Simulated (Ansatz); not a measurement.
# Diamond-structure Si

All values below come from r²SCAN-D4 in Ansatz (plane waves, PAW).

Numerical settings: plane-wave cutoff 500 eV, 12×12×12 k mesh, gaussian smearing 0.02 eV, scalar-relativistic PAW data made under PBE.

Cell (relaxed at this level):

```cif
data_Si8
_chemical_formula_sum 'Si8'
_space_group_name_H-M_alt 'Fd-3m :1'
_space_group_IT_number 227
_space_group_name_Hall 'F 4d 2 3 -1d'
_cell_length_a 5.42892
_cell_length_b 5.42892
_cell_length_c 5.42892
_cell_angle_alpha 90.000
_cell_angle_beta 90.000
_cell_angle_gamma 90.000
loop_
_atom_site_label
_atom_site_type_symbol
_atom_site_symmetry_multiplicity
_atom_site_Wyckoff_symbol
_atom_site_fract_x
_atom_site_fract_y
_atom_site_fract_z
_atom_site_occupancy
Si1 Si 8 b 0.50000 0.50000 0.50000 1
```
(The calculation used a cell of 2 atoms; values per cell refer to that cell.)

```json
{
 "band_gap": "0.76 eV (on the SCF k mesh)"
}
```

Measured, for comparison: band gap 1.23 eV (zero-point renormalisation of 0.06 eV added back here (the table's ZPR column); inputs from Chen et al. (2018), doi:10.1103/physrevmaterials.2.073803). Computed (rounded) less measured: band gap -0.47 eV.

Static lattice: no zero-point or thermal effects.

The result took very roughly 14 core-seconds.

Ansatz is a quantum-chemistry and plane-wave program.
